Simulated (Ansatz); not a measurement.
hcp Ru was calculated with PBE-D3(BJ) (plane waves, PAW; Ansatz, a first-principles code).

Run with plane-wave cutoff 520 eV, 24×24×14 k mesh (along the axes of the cell as run), Fermi–Dirac smearing 0.05 eV, no spin polarisation, scalar-relativistic PAW data made under PBE.

Energies at three volumes about the minimum:

| V (Å³/atom) | E − E_lowest (meV/atom) |
|---|---|
| 13.175 | 5.81 |
| 13.444 | 0.00 |
| 13.713 | 5.38 |

### Question
Fit a parabola by hand: where is the minimum, and what is the bulk modulus?

### Answer
Slopes: (0.00 − 5.81)/(13.444 − 13.175) = -21.599 and (5.38 − 0.00)/(13.713 − 13.444) = 20.000 meV/Å³. Curvature E″ = 2 × (20.000 − (-21.599))/(13.713 − 13.175) = 154.643 meV/Å⁶. From the middle of the first interval, the slope vanishes at V0 = 13.3095 − (-21.599)/154.643 = 13.449 Å³/atom. B = V0 E″ = 13.449 × 154.643 meV/Å³ × 0.1602 GPa per meV/Å³ = 333 GPa. The full Birch–Murnaghan fit to all volumes gives V0 = 13.444 Å³/atom and B0 = 333 GPa.

Shape and atoms are relaxed at each volume.

Measured, for comparison: bulk modulus 318 GPa (zero-point energy and finite temperature contributions removed, our sources range from 318 to 336; as tabulated in doi:10.1021/acs.jctc.3c00612). Computed (rounded) less measured: bulk modulus +5 % (inside the range of the sources held).

Note: the bulk modulus comes from volumes at which shape and atoms were relaxed.
